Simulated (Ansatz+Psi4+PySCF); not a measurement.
Two shapes of singlet BHO.

Shape 1:

```xyz
3

H     0.0013    0.0009    0.0009
B    -0.8248   -0.5912   -0.5704
O    -1.6847   -1.2075   -1.1649
```

Shape 2:

```xyz
3

H    -0.0177   -0.0083   -0.0057
B    -0.0046   -0.0193    1.1669
O    -0.0151   -0.0101    2.3859
```

Basis set: cc-pVTZ (spherical functions). Left uncorrelated: 2 orbitals. Charge 0, multiplicity 1.

Computed with Ansatz (development build ahead of 0.2.0) and Psi4 1.11; each method stands on the lowest determinant of its kind that the runs found.

Q: Which shape is lower in energy, and by how much in each method?

A:

```
 method  E(2) − E(1) (eV)
    RHF             0.020
RHF-MP2             0.003
```

Shape 1 is lower.
